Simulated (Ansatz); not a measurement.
Energy needed to pull apart AlH$_{2}$SO (SMILES [OH][Al][SH]), doublet, into free ground-state atoms, from the structure below (displaced at random from its PBE0-D4/def2-TZVP minimum); no zero-point or spin–orbit terms; open-shell atoms are treated unrestricted, in their ground-state multiplicity.

```csv
atom,x (Å),y (Å),z (Å)
O1,-0.9384,-1.2523,0.2913
Al2,-0.3604,0.2072,-0.2535
S3,1.7308,0.6510,0.3905
H4,-1.7713,-1.6387,0.1576
H5,1.6492,1.8741,-0.4178
```

Ansatz 0.2.0; basis: def2-TZVPP; cores frozen in the correlated methods; orbitals are unrestricted.

```csv
method,atomization energy (kJ/mol)
PBE-D4,1580
r2SCAN-D4,1575
PBE0-D4,?
wB97M-V,1552
HF,1076
MP2,1550
CCSD,?
CCSD(T),1501
```

(1) What does PBE0-D4 give? (Judge from chemistry; the value comes from the calculation.)

(2) What does CCSD give? (Judge from chemistry; the value comes from the calculation.)

T1 diagnostic: at most 0.016. ⟨S²⟩ of the unrestricted Hartree–Fock references: 0.75 (a pure state has 0.75).

Results:

(1) Computed: 1537 kJ/mol, which is about 36 kJ/mol more than CCSD(T)/def2-TZVPP.

(2) The calculation gives: 1470 kJ/mol, which is about 31 kJ/mol less than CCSD(T)/def2-TZVPP.

In triple zeta the MP2 and coupled-cluster atomization energies are still short of their basis limit by a few kcal/mol a bond, whereas those of the functionals are nearly converged, so these differences are not deviations from converged CCSD(T).

For scale, one of the runs: CCSD(T)/def2-TZVPP forces, 143 basis functions (an equivalent command: `ansatz run in.yaml --threads 2`). Hardware: 2 CPU threads, shared host. Wall time 5.4 min; peak host memory 3.1 GiB.
